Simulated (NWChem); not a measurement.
The numbers come from NWChem runs, not from measurements. System: P, charge 0, spin multiplicity 4. Its SCF solution wasn't tested for a lower state. Level: URI-MP2/cc-pVQZ, 5 core orbitals frozen.

Job file:

```
start mol
memory heap 200 mb stack 900 mb global 1100 mb
geometry units angstroms nocenter noautoz
  P      0.000000     0.000000     0.000000
  symmetry group D2h
end
basis spherical
  * library cc-pvqz
end
basis "ri-mp2 basis" spherical
  * library cc-pvqz-ri
end
scf
  uhf
  nopen 3
  maxiter 100
  thresh 1e-7
  semidirect memsize 60000000 filesize 0
  # guess.movecs holds the orbitals of an unrestricted PBE0 run
  vectors input guess.movecs output mol.movecs
end
mp2
  freeze core 5
end
task rimp2 energy
```

Part of the output:

```
             Northwest Computational Chemistry Package (NWChem) 7.3.0
             --------------------------------------------------------

                                NWChem Input Module
                                -------------------

 Scaling coordinates for geometry "geometry" by  1.889725989
 (inverse scale =  0.529177249)

                             Geometry "geometry" -> ""
                             -------------------------

 Output coordinates in angstroms (scale by  1.889725989 to convert to a.u.)

  No.       Tag          Charge          X              Y              Z
 ---- ---------------- ---------- -------------- -------------- --------------
    1 P                   15.0000     0.00000000     0.00000000     0.00000000

 Effective nuclear repulsion energy (a.u.)       0.0000000000

            Nuclear Dipole moment (a.u.)
            ----------------------------
        X                 Y               Z
 ---------------- ---------------- ----------------
     0.0000000000     0.0000000000     0.0000000000

      Symmetry information
      --------------------

 Group name             D2h
 Group number             26
 Group order               8
 No. of unique centers     1

      Symmetry unique atoms

     1


 Summary of "ao basis" -> "" (spherical)
 ------------------------------------------------------------------------------
       Tag                 Description            Shells   Functions and Types
 ---------------- ------------------------------  ------  ---------------------
 *                          cc-pvqz                   on all atoms

 Summary of "ri-mp2 basis" -> "" (spherical)
 ------------------------------------------------------------------------------
       Tag                 Description            Shells   Functions and Types
 ---------------- ------------------------------  ------  ---------------------
 *                         cc-pvqz-ri                 on all atoms

 Summary of "ao basis" -> "ao basis" (spherical)
 ------------------------------------------------------------------------------
       Tag                 Description            Shells   Functions and Types
 ---------------- ------------------------------  ------  ---------------------
 P                          cc-pvqz                 17       59   6s5p3d2f1g

                                 NWChem SCF Module
                                 -----------------

  ao basis        = "ao basis"
  functions       =    59
  atoms           =     1
  alpha electrons =     9
  beta  electrons =     6
  charge          =   0.00
  wavefunction    = UHF
  use symmetry    = T
  symmetry adapt  = T

 Summary of "ao basis" -> "ao basis" (spherical)
 ------------------------------------------------------------------------------
       Tag                 Description            Shells   Functions and Types
 ---------------- ------------------------------  ------  ---------------------
 P                          cc-pvqz                 17       59   6s5p3d2f1g

      Symmetry analysis of basis
      --------------------------

        ag         15
        au          2
        b1g         5
        b1u         9
        b2g         5
        b2u         9
        b3g         5
        b3u         9

 Forming initial guess at       0.1s

   Symmetry analysis of molecular orbitals - initial alpha
   -------------------------------------------------------

  Numbering of irreducible representations:

     1 ag          2 au          3 b1g         4 b1u         5 b2g
     6 b2u         7 b3g         8 b3u

  Orbital symmetries:

     1 ag          2 ag          3 b3u         4 b2u         5 b1u
     6 ag          7 b1u         8 b3u         9 b2u        10 ag
    11 b1u        12 b3u        13 b2u        14 ag         15 b3g
    16 b2g        17 ag         18 b1g        19 b2u

   Symmetry analysis of molecular orbitals - initial beta
   ------------------------------------------------------

  Numbering of irreducible representations:

     1 ag          2 au          3 b1g         4 b1u         5 b2g
     6 b2u         7 b3g         8 b3u

  Orbital symmetries:

     1 ag          2 ag          3 b3u         4 b2u         5 b1u
     6 ag          7 b1u         8 b3u         9 b2u        10 ag
    11 b1u        12 b2u        13 b3u        14 ag         15 b2g
    16 b3g        17 ag         18 b1g        19 b2u

 Starting SCF solution at       0.2s

 ----------------------------------------------
         Quadratically convergent UHF

 Convergence threshold     :          1.000E-07
 Maximum no. of iterations :          100
 Integral*density screening:          1.000E-09
 ----------------------------------------------

              iter       energy          gnorm     gmax       time
             ----- ------------------- --------- --------- --------
                 1     -340.7158869521  4.07D-01  2.03D-01      1.5
                 2     -340.7186889307  1.91D-02  5.96D-03      1.6
                 3     -340.7187212242  1.42D-04  7.53D-05      1.6
                 4     -340.7187212297  4.37D-09  1.60D-09      1.7

       Final UHF  results
       ------------------

         Total SCF energy =   -340.718721229680
      One electron energy =   -471.506343323890
      Two electron energy =    130.787622094210
 Nuclear repulsion energy =      0.000000000000

                       Sz =      1.5000
                 Sz(Sz+1) =      3.7500
                      S^2 =      3.7506

        Time for solution =      1.6s

       Symmetry analysis of molecular orbitals - alpha
       -----------------------------------------------
[...]
 Vector   11  Occ=0.000000D+00  E= 2.588581D-01  Symmetry=b1u
              MO Center=  9.3D-26,  9.3D-26,  1.6D-16, r^2= 6.1D+00
   Bfn.  Coefficient  Atom+Function         Bfn.  Coefficient  Atom+Function
  ----- ------------  ---------------      ----- ------------  ---------------
    21      1.524072  1 P  pz                18     -1.250309  1 P  pz
    12     -0.761505  1 P  pz                 9     -0.657149  1 P  pz

 Vector   12  Occ=0.000000D+00  E= 2.588581D-01  Symmetry=b2u
              MO Center=  5.4D-36, -1.6D-20,  2.4D-36, r^2= 6.1D+00
   Bfn.  Coefficient  Atom+Function         Bfn.  Coefficient  Atom+Function
  ----- ------------  ---------------      ----- ------------  ---------------
    20      1.524072  1 P  py                17     -1.250309  1 P  py
    11     -0.761505  1 P  py                 8     -0.657149  1 P  py

                     UHF Final Beta Molecular Orbital Analysis
                     -----------------------------------------

 Vector    4  Occ=1.000000D+00  E=-5.380513D+00  Symmetry=b3u
              MO Center= -1.1D-25, -1.5D-43, -2.3D-43, r^2= 8.2D-02
   Bfn.  Coefficient  Atom+Function         Bfn.  Coefficient  Atom+Function
  ----- ------------  ---------------      ----- ------------  ---------------
     7      1.013086  1 P  px

 Vector    5  Occ=1.000000D+00  E=-5.380513D+00  Symmetry=b2u
              MO Center=  3.9D-35, -3.5D-21, -9.4D-39, r^2= 8.2D-02
   Bfn.  Coefficient  Atom+Function         Bfn.  Coefficient  Atom+Function
  ----- ------------  ---------------      ----- ------------  ---------------
     8      1.013086  1 P  py

 Vector    6  Occ=1.000000D+00  E=-5.561888D-01  Symmetry=ag
              MO Center=  3.6D-23,  3.6D-23,  1.7D-23, r^2= 1.2D+00
   Bfn.  Coefficient  Atom+Function         Bfn.  Coefficient  Atom+Function
  ----- ------------  ---------------      ----- ------------  ---------------
     5      0.590472  1 P  s                  3      0.529605  1 P  s
     6      0.333603  1 P  s                  4      0.289488  1 P  s

 Vector    7  Occ=0.000000D+00  E= 4.615433D-02  Symmetry=b2u
              MO Center= -1.8D-43, -6.7D-26, -1.9D-43, r^2= 3.2D+00
   Bfn.  Coefficient  Atom+Function         Bfn.  Coefficient  Atom+Function
  ----- ------------  ---------------      ----- ------------  ---------------
    20      0.724925  1 P  py                14      0.261881  1 P  py
    17      0.173315  1 P  py

 Vector    8  Occ=0.000000D+00  E= 4.615433D-02  Symmetry=b3u
              MO Center= -1.6D-24, -4.3D-42, -4.5D-42, r^2= 3.2D+00
   Bfn.  Coefficient  Atom+Function         Bfn.  Coefficient  Atom+Function
  ----- ------------  ---------------      ----- ------------  ---------------
    19      0.724925  1 P  px                13      0.261881  1 P  px
    16      0.173315  1 P  px

 Vector    9  Occ=0.000000D+00  E= 4.615433D-02  Symmetry=b1u
              MO Center= -3.1D-42, -1.1D-41, -7.3D-25, r^2= 3.2D+00
   Bfn.  Coefficient  Atom+Function         Bfn.  Coefficient  Atom+Function
  ----- ------------  ---------------      ----- ------------  ---------------
    21      0.724925  1 P  pz                15      0.261881  1 P  pz
    18      0.173315  1 P  pz

 center of mass
 --------------
 x =   0.00000000 y =   0.00000000 z =   0.00000000

 moments of inertia (a.u.)
 ------------------
           0.000000000000           0.000000000000           0.000000000000
           0.000000000000           0.000000000000           0.000000000000
           0.000000000000           0.000000000000           0.000000000000

  Mulliken analysis of the total density
  --------------------------------------

    Atom       Charge   Shell Charges
 -----------   ------   -------------------------------------------------------
    1 P   15    15.00   2.00  1.96 -0.03  0.39  1.15  0.53  5.95  0.04  0.79  1.58  0.63  0.00  0.00  0.00  0.00  0.00  0.00

  Mulliken analysis of the alpha density
  --------------------------------------

    Atom       Charge   Shell Charges
 -----------   ------   -------------------------------------------------------
    1 P   15     9.00   1.00  0.99 -0.02  0.17  0.62  0.23  2.92  0.10  0.77  1.58  0.63  0.00  0.00  0.00  0.00  0.00  0.00

   Mulliken analysis of the beta density
   -------------------------------------

    Atom       Charge   Shell Charges
 -----------   ------   -------------------------------------------------------
    1 P   15     6.00   1.00  0.97 -0.00  0.21  0.52  0.30  3.04 -0.06  0.02 -0.00  0.00  0.00  0.00  0.00  0.00  0.00  0.00

   Mulliken analysis of the spin density
   -------------------------------------

    Atom       Charge   Shell Charges
 -----------   ------   -------------------------------------------------------
    1 P   15     3.00   0.00  0.02 -0.02 -0.04  0.10 -0.06 -0.12  0.16  0.74  1.59  0.63 -0.00 -0.00  0.00  0.00  0.00 -0.00

       Multipole analysis of the density wrt the origin
       ------------------------------------------------

     L   x y z        total         alpha         beta         nuclear
     -   - - -        -----         -----         ----         -------
     0   0 0 0     -0.000000     -9.000000     -6.000000     15.000000

     1   1 0 0      0.000000      0.000000      0.000000      0.000000
     1   0 1 0     -0.000000     -0.000000      0.000000      0.000000
     1   0 0 1      0.000000      0.000000      0.000000      0.000000

     2   2 0 0    -10.076580     -8.198437     -1.878144      0.000000
     2   1 1 0     -0.000000      0.000000     -0.000000      0.000000
     2   1 0 1     -0.000000     -0.000000     -0.000000      0.000000
     2   0 2 0    -10.076580     -8.198437     -1.878144      0.000000
     2   0 1 1     -0.000000     -0.000000     -0.000000      0.000000
     2   0 0 2    -10.076580     -8.198437     -1.878144      0.000000

                               NWChem RI-MP2 Module
                               --------------------

 Summary of "ri-mp2 basis" -> "ri-mp2 basis" (spherical)
 ------------------------------------------------------------------------------
       Tag                 Description            Shells   Functions and Types
 ---------------- ------------------------------  ------  ---------------------
 P                         cc-pvqz-ri               38      158   11s9p8d6f3g1h

 SCF Reference Information:
            File: './mol.movecs'
           Title: ''
    Size (AOxMO):     59 x (     59,     59)
       Total Occ:                 9.00,   6.00
 RI-MP2 Calculation Information:
          Nr. of AO basis functions:         59
     Nr. of fitting basis functions:        158
               Nr. of MO spin cases:          2
        Nr. of MOs to be correlated:         54         54
     Nr. of occupied MOs correlated:          4          1
      Nr. of virtual MOs correlated:         50         53

          RI integral approximation: 'V'
    Threshold for Schwarz screening:  1.000E-09
 Smallest eigenvalue retained in fit  1.000E-08
    Type of storage for MO integrals 'EAF library'

 Transformation block size    4, requiring     1 integral passes.
 XForm_3cInts: Completed     1:    4 pass.
 Transformation block size    1, requiring     1 integral passes.
 XForm_3cInts: Completed     1:    1 pass.
 Energy evaluation using block sizes     4    4
 RIMP2_V_E2: Approx. ints. done (    1:    4,    1:    4)
 RIMP2_V_E2: Copy to B done (    1:    4,    1:    4)
 RIMP2_V_E2: Denominators done (    1:    4,    1:    4)
 RIMP2_V_E2: Completed block (    1:    4,    1:    4)
 RIMP2_V_E2: Approx. ints. done (    1:    4,    1:    1)
 RIMP2_V_E2: Copy to B done (    1:    4,    1:    1)
 RIMP2_V_E2: Denominators done (    1:    4,    1:    1)
 RIMP2_V_E2: Completed block (    1:    4,    1:    1)
 RIMP2_V_E2: Approx. ints. done (    1:    1,    1:    1)
 RIMP2_V_E2: Copy to B done (    1:    1,    1:    1)
 RIMP2_V_E2: Denominators done (    1:    1,    1:    1)
 RIMP2_V_E2: Completed block (    1:    1,    1:    1)

          -------------------------------------------
          SCF energy                -340.718721229680
          Correlation energy          -0.088867358409
          Total MP2 energy          -340.807588588089
          -------------------------------------------

 -----------------------
 Performance information
 -----------------------

 Timer overhead =  2.27D-07 seconds/call

               Nr. of calls         CPU time (s)                 Wall time (s)                GFlops
             ---------------    -------------------     ------------------------------   -------------------
Name         Min   Avg   Max    Min     Avg     Max     Min     Avg     Max   Mx/calls   Min     Max     Sum
Overall       1     1     1    2.5     2.5     2.5      2.5     2.5     2.5     2.5      0.0     0.0     0.0
3c integr     2     2     2   0.55    0.55    0.55     0.55    0.55    0.55    0.28      0.0     0.0     0.0
Energy        1     1     1   1.32E-2 1.32E-2 1.32E-2  1.32E-2 1.32E-2 1.32E-2 1.32E-2   0.0     0.0     0.0
3c integr     2     2     2   0.55    0.55    0.55     0.55    0.55    0.55    0.27      0.0     0.0     0.0
First 2/3     6     6     6   3.96E-3 3.96E-3 3.96E-3  3.96E-3 3.96E-3 3.96E-3 6.60E-4   0.0     0.0     0.0
Final 1/3     2     2     2   1.78E-3 1.78E-3 1.78E-3  1.78E-3 1.78E-3 1.78E-3 8.88E-4   0.0     0.0     0.0
Write 3c      2     2     2   9.61E-4 9.61E-4 9.61E-4  9.62E-4 9.62E-4 9.62E-4 4.81E-4   0.0     0.0     0.0
Read 3c i     3     3     3   2.97E-4 2.97E-4 2.97E-4  2.97E-4 2.97E-4 2.97E-4 9.90E-5   0.0     0.0     0.0
Fitting b     1     1     1   2.42E-2 2.42E-2 2.42E-2  2.42E-2 2.42E-2 2.42E-2 2.42E-2   0.0     0.0     0.0
Schwarz i     1     1     1   6.08E-2 6.08E-2 6.08E-2  6.08E-2 6.08E-2 6.08E-2 6.08E-2   0.0     0.0     0.0
Form 4ci      3     3     3   1.87E-3 1.87E-3 1.87E-3  1.87E-3 1.87E-3 1.87E-3 6.23E-4   0.0     0.0     0.0
Form A &      3     3     3   9.06E-3 9.06E-3 9.06E-3  9.06E-3 9.06E-3 9.06E-3 3.02E-3   0.0     0.0     0.0
Denominat     3     3     3   7.33E-5 7.33E-5 7.33E-5  7.32E-5 7.32E-5 7.32E-5 2.44E-5   0.0     0.0     0.0
Pair Ener     3     3     3   4.22E-4 4.22E-4 4.22E-4  4.22E-4 4.22E-4 4.22E-4 1.41E-4   0.0     0.0     0.0

 The average no. of pstat calls per process was 3.30D+01
 with a timing overhead of 7.49D-06s

 Task  times  cpu:        2.5s     wall:        2.5s

 Total times  cpu:        2.5s     wall:        2.5s
```
